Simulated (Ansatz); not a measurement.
Basis-set extrapolation for `[Li][O]` radical (PBE0-D4/def2-TZVP geometry, frozen core, the Gaussian-basis code of Ansatz). Multiplicity 2, UHF reference. For Li the program correlates outer-core shells too, which these sets cover unevenly, so the extrapolated numbers aren't a true limit.

|  | def2-TZVPP | def2-QZVPP |
| --- | --- | --- |
| HF | -82.312215 | -82.317257 |
| MP2 correlation | -0.234526 | -0.254947 |
| CCSD(T) correlation | -0.255455 | -0.275643 |

Energies in hartree. Use E(X) = E(∞) + A·exp(−7.88·√X) for Hartree–Fock and E(X) = E(∞) + B·X^(−2.97) for correlation, with X = 3 and 4.

Task: What is the CCSD(T) energy at the basis-set limit?

Result: HF limit: -82.317257 + (-0.005042) × 0.13774 = -82.31795. Correlation limit: -0.275643 + (-0.020188) × 0.74074 = -0.29060. Total: -82.60855 hartree, 107.3 kJ/mol below CCSD(T)/def2-TZVPP.
